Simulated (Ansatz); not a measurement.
Start from `CSC(C)(F)F` and change one atom or group to get `C=NC(C)(F)F`.

Ansatz, PBE0-D4/def2-TZVP geometries, multiplicity 1. Each molecule was computed in one conformer, which needn't be the lowest.

```json
{"property": "LUMO energy (PBE/def2-TZVPP) / eV", "`CSC(C)(F)F`": "-0.52"}
{"property": "HOMO energy (PBE0/def2-TZVPP) / eV", "`CSC(C)(F)F`": "-6.99"}
{"property": "HOMO energy (B3LYP/def2-TZVPP) / eV", "`CSC(C)(F)F`": "-6.76"}
{"property": "HOMO–LUMO gap (ωB97M-V/def2-TZVPP) / eV", "`CSC(C)(F)F`": "11.56"}
{"property": "size of the dipole moment (ωB97M-V/def2-TZVPP) / D", "`CSC(C)(F)F`": "2.84"}
{"property": "LUMO energy (ωB97M-V/def2-TZVPP) / eV", "`CSC(C)(F)F`": "2.32"}
```

Give the same properties after the change, and the shifts. (Estimate.)

The calculation gave: 
```csv
property,`C=NC(C)(F)F`,shift
LUMO energy (PBE/def2-TZVPP) / eV,-2.17,-1.65
HOMO energy (PBE0/def2-TZVPP) / eV,-8.24,-1.25
HOMO energy (B3LYP/def2-TZVPP) / eV,-8.02,-1.26
HOMO–LUMO gap (ωB97M-V/def2-TZVPP) / eV,11.85,0.29
size of the dipole moment (ωB97M-V/def2-TZVPP) / D,2.32,-0.52
LUMO energy (ωB97M-V/def2-TZVPP) / eV,1.21,-1.11
```

With PBE0 the HOMO falls by 1.25 eV and the LUMO falls by 1.52 eV, so the gap narrows by about 0.27 eV. PBE moves the HOMO by -0.97 eV and ωB97M-V by -1.41 eV. Dipoles are sizes alone; their direction can turn.

Positive LUMOs are unbound, so they and the gaps depend on the basis.

B3LYP here is the variant with VWN-RPA as its local correlation; programs differ in this.
